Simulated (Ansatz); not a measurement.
Mulliken charges of C₄H₆, SMILES `C=C=CC` from PBE/def2-TZVPP in Ansatz (PBE0-D4/def2-TZVP geometry).

```
atom   x (Å)   y (Å)   z (Å)  charge (e)
  C1  -1.020   1.636  -0.806      -0.223
  C2  -0.209   0.650  -0.558       0.018
  C3   0.601  -0.337  -0.307      -0.175
  C4   0.524  -1.221   0.899      -0.189
  H5  -1.933   1.486  -1.374       0.108
  H6  -0.809   2.642  -0.456       0.108
  H7   1.395  -0.539  -1.025       0.091
  H8   0.385  -2.266   0.606       0.088
  H9  -0.303  -0.932   1.548       0.087
 H10   1.452  -1.170   1.477       0.088
```

Question: By hand: the dipole of these point charges (1 e Å = 4.8032 D).

Answer: Σ q r = (-0.014, -0.050, 0.081) e Å, of length 0.096 e Å = 0.46 D.

Question: How does the dipole of the full density compare? (Estimate.)

Answer: Ansatz gave: (0.035, -0.074, 0.051) e Å, 0.46 D; the point charges give 1.00 times that, at 38° from its direction.

Point charges leave out the atoms' own dipoles, such as those of lone pairs, and Mulliken's split depends on the basis, so the two needn't agree.
